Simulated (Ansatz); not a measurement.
**Aluminium trichloride (monomer) (AlCl3): taking an electron away**

An exercise on one series of results from a longer session: the logs are not shown, and one member is left open.

Program: Ansatz 0.2.0, Gaussian basis. Level of theory: unrestricted cation, the program's frozen cores in correlated methods. These are calculated values, not measurements.

The runs, in order: UKS PBE-D4/def2-TZVPP; UKS r2SCAN-D4/def2-TZVPP; UKS PBE0-D4/def2-TZVPP; UKS B3LYP-D4/def2-TZVPP; UKS wB97X-V/def2-TZVPP; UKS wB97M-V/def2-TZVPP; UKS B2PLYP/def2-TZVPP; UHF-CCSD(T)/def2-TZVPP; UHF-MP2/def2-QZVPP; extrapolation to the limit; then −ε(HOMO) from the neutral's earlier runs with LDA (SPW92), PBE-D4, revPBE-D4, BLYP-D4, r2SCAN-D4, B97M-V, PBE0-D4, B3LYP-D4, r2SCANh-D4, r2SCAN0-D4, HSE06-D4, BHLYP-D4, CAM-B3LYP-D4, LC-ωPBE, ωB97X-V, ωB97M-V.

### The relaxed structure

The geometry comes from an earlier relaxation with PBE0-D4 in a triple-zeta def2 set; it is a stationary point.

SMILES `[Cl][Al]([Cl])[Cl]`, 4 atoms, charge 0, spin multiplicity 1.

Atoms are counted from 1 here; the program's logs count them from 0.

Bond lengths: Cl1–Al2 2.069 Å, Al2–Cl3 2.069 Å, Al2–Cl4 2.069 Å. Angles: Cl1–Al2–Cl3 120.0°, Cl1–Al2–Cl4 120.0°, Cl3–Al2–Cl4 120.0°.

Set-up of the first run:

Contents of in.yaml:

```yaml
crystal:
  periodic: [false, false, false]
  atoms:
    - {symbol: Cl, position_ang: [-1.126301, -0.123934, 1.717605]}
    - {symbol: Al, position_ang: [0.013874, -0.015083, -0.005118]}
    - {symbol: Cl, position_ang: [1.736329, -1.147605, -0.178747]}
    - {symbol: Cl, position_ang: [-0.568403, 1.226322, -1.554140]}
basis:
  gaussian: {orbitals: def2-TZVPP}
total_charge: 1
magnetization: {spin_polarized: true, initial_magnetization: 1}
hamiltonian: {xc: pbe, dispersion: d4}
```

Started as:

```console
> ansatz run in.yaml --threads 4 --pin off --events-out ev --progress --plain --max-ram 10444MiB
```

Among the steps run: Cation, UKS PBE-D4/def2-TZVPP; Cation, UKS r2SCAN-D4/def2-TZVPP; Cation, UKS PBE0-D4/def2-TZVPP; Cation, UKS B3LYP-D4/def2-TZVPP; Cation, UKS wB97X-V/def2-TZVPP; Cation, UKS wB97M-V/def2-TZVPP; Cation, UKS B2PLYP (frozen core)/def2-TZVPP; Cation, UHF-CCSD(T)/def2-TZVPP; Cation, UHF-MP2/def2-QZVPP.

One table of the session follows, with a row left open; its other results are not shown here.

Orbital estimates, from the neutral's runs:

```
  functional  −ε(HOMO) (eV)
 LDA (SPW92)           8.10
      PBE-D4           7.95
   revPBE-D4           7.90
     BLYP-D4              ?
   r2SCAN-D4           8.33
      B97M-V           8.39
     PBE0-D4           9.38
    B3LYP-D4           9.07
  r2SCANh-D4           8.85
  r2SCAN0-D4           9.63
    HSE06-D4           8.98
    BHLYP-D4          10.63
CAM-B3LYP-D4          10.73
     LC-ωPBE          12.21
     ωB97X-V          11.80
     ωB97M-V          11.62
```

Q: Estimate the row for BLYP-D4 from the others.

Worked estimate for «−ε(HOMO) (eV)». Against the share of exact exchange, B3LYP-D4 (0.2, 9.07), BHLYP-D4 (0.5, 10.63) give a slope of 5.20 per unit share; at 0 the line stands at 8.03.

As computed: −ε(HOMO) (eV): 7.76. In «−ε(HOMO) (eV)» the line misses by +0.27.
